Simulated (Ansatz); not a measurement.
Geometry optimisation, Ansatz 0.2.0, UKS PBE-D4/def2-SVP.

Input:

```yaml
crystal:
  periodic: [false, false, false]
  atoms:
    - { symbol: Si, position_ang: [0.000218, 0.0, -0.305735] }
    - { symbol: H, position_ang: [-0.003878, -1.0e-06, 2.351792] }
    - { symbol: H, position_ang: [1.445948, 0.0, -0.715315] }
    - { symbol: H, position_ang: [-0.72215, 1.251828, -0.716932] }
    - { symbol: H, position_ang: [-0.72215, -1.251828, -0.716932] }
    - { symbol: F, position_ang: [0.003413, 0.0, 3.284521] }
magnetization:
  spin_polarized: true
  initial_magnetization: 1
basis:
  gaussian: { orbitals: def2-SVP }
hamiltonian:
  xc: pbe
  dispersion: d4
relax:
  f_tol: 0.03
  max_steps: 50
```

Command:

```bash
$ ansatz run input.yaml --threads 1 --pin off --max-ram 2048MiB --backend cpu --events-out ev --progress --plain --runs-dir out
```

**Question.** Where does it end, and by what steps?

**Answer.** It converged. The force dipped under the threshold on the way, but the program's further checks kept it going. After 24 steps the energy has fallen by 0.083 eV; F6 moved furthest, 0.89 Å.

```tsv
step	energy less start (eV)	largest force component (eV/Å)	accepted
0	0.0000	0.439	yes
1	-0.0100	0.433	yes
2	-0.0097	0.501	no
3	-0.0124	0.016	yes
4	-0.0126	0.030	yes
5	-0.0129	0.082	yes
6	-0.0138	0.212	yes
7	0.0015	1.264	no
8	-0.0171	0.187	yes
9	-0.0202	0.645	yes
10	-0.0389	0.121	yes
11	-0.0404	0.070	yes
12	0.1003	2.716	no
13	-0.0453	0.017	yes
14	-0.0305	0.985	no
15	-0.0459	0.058	yes
16	-0.0470	0.051	yes
17	-0.0470	0.317	yes
18	-0.0546	0.161	yes
19	-0.0495	0.880	no
20	-0.0615	0.122	yes
21	-0.0657	0.398	yes
22	-0.0793	0.074	yes
23	-0.0802	0.063	yes
24	-0.0831	0.016	yes
```

```xyz
6
Properties=species:S:1:pos:R:3
Si -0.114 0.207 -0.160
H -0.206 0.185 2.357
H 1.386 0.203 -0.206
H -0.700 1.125 -1.199
H -0.684 -1.179 -0.265
F 0.318 -0.540 2.654
```

Whether the end is a true minimum wasn't checked by a vibrational analysis.

Run time: 26 s on 1 thread of Intel(R) Xeon(R) 6975P-C (Granite Rapids), on a shared host, peak memory 0.12 GiB.
